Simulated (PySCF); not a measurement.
## H₃NO: fields on a plane

These are results of PBE0 in PySCF with N def2-TZVP, O def2-TZVP, H def2-TZVP; no relativity; density-fitted integrals, not measurements.

The singlet minimum has N–H 1.034 Å (×3), N–O 1.338 Å; H–N–H 105.2° (×3), H–N–O 113.4° (×3).

The plane holds N1 at (0.00, 0.00), O2 at (1.34, 0.00), H3 at (-0.41, 0.95) Å. Columns run from x = -2.55 to 3.75 Å, rows from y = 3.15 (top) to -1.95 Å, in steps of 0.3 Å. Other isomers or separated fragments may lie lower.

Task: Give the electron density (e/Å³) (cut at 5 e/Å³). Lower edges of the bins (e/Å³): '0' 0.000, '1' 0.030, '2' 0.076, '3' 0.151, '4' 0.268, '5' 0.455, '6' 0.750, '7' 1.218, '8' 1.960, '9' 3.136; top 5.00.

Result: 
```
0000000000000000000000
0000000000000000000000
0000000000000000000000
0000000000000000000000
0000000000000000000000
0000011211000000000000
0000023442111111000000
0000135764323332100000
0000136876555654210000
0000135898778986310000
0000135899889997410000
0000135899889997410000
0000135788778986310000
0000124565556654210000
0000012333223332100000
0000001111111111000000
0000000000000000000000
0000000000000000000000
```

Task: Give the electrostatic potential (V) (cut at 20 V). Every second row and column.

Result: 
```
 0.6  0.6  0.7  0.6  0.5  0.2 -0.2 -0.4 -0.6 -0.6 -0.6
 0.8  0.9  1.1  1.1  0.9  0.3 -0.3 -0.8 -1.0 -0.9 -0.8
 1.0  1.3  1.9  2.6  2.3  0.7 -0.8 -1.5 -1.6 -1.4 -1.1
 1.2  1.7  3.0  9.7 10.9  1.7 -1.6 -2.9 -2.7 -2.0 -1.4
 1.3  1.9  3.4 16.2 20.0  6.9  2.8 -0.2 -3.1 -2.5 -1.7
 1.4  2.0  3.3 12.6 20.0 20.0 20.0 20.0 -0.7 -2.5 -1.8
 1.4  1.9  3.1  8.7 20.0 20.0 20.0 18.8 -2.1 -2.5 -1.8
 1.2  1.7  2.4  3.6  4.5  2.1 -1.5 -3.3 -3.2 -2.3 -1.6
 1.0  1.3  1.6  1.9  1.5  0.2 -1.4 -2.2 -2.1 -1.7 -1.3
```
